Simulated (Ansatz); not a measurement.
Two isomers of C3H3FO: A = `C#COCF`, B = `OC1=C(F)C1`.

Isolated molecules relaxed with PBE0-D4/def2-TZVP in Ansatz; ΔE leaves out vibrations. CCSD(T)/CBS is the MP2 limit (def2-TZVPP, def2-QZVPP) plus CCSD(T) − MP2 in def2-TZVPP, frozen cores. DFT in def2-TZVPP. B3LYP here is the variant with VWN-RPA as its local correlation; programs differ in this. One conformer a species, not always the lowest.

(1) Which isomer does CCSD(T)/CBS put lower? Give the gap. (An estimate is asked.)

(2) Give E(B) − E(A) in kcal/mol with B3LYP-D4, HF/def2-TZVPP, ωB97M-V, LDA (SPW92), CCSD/def2-TZVPP, r2SCAN-D4, CCSD(T)/def2-TZVPP. (Estimate.)

(3) Does the order hold for the free energy at 298.15 K (harmonic terms from PBE0-D4)? (Estimate.)

Largest T1 diagnostic: 0.013.

## Answers

(1) The calculation gave: A, by 10.7 kcal/mol.

(2) The calculation gave: B3LYP-D4 10.5, HF/def2-TZVPP 18.7, ωB97M-V 9.1, LDA (SPW92) 0.0, CCSD/def2-TZVPP 11.8, r2SCAN-D4 6.7, CCSD(T)/def2-TZVPP 11.0. None reverses the order clearly.

(3) Ansatz gave: Yes: G(B) − G(A) = +11.8 kcal/mol, for one conformer each. Modes under 60 cm⁻¹, often nearly free rotors, make the harmonic entropy too high.

At CCSD(T), def2-SVP lies −1.9 kcal/mol from the extrapolated value and def2-TZVPP +0.4 kcal/mol. From BLYP to BHLYP (50 % exact exchange), in def2-TZVPP and without D4, E(B) − E(A) moves by +1.7 kcal/mol.
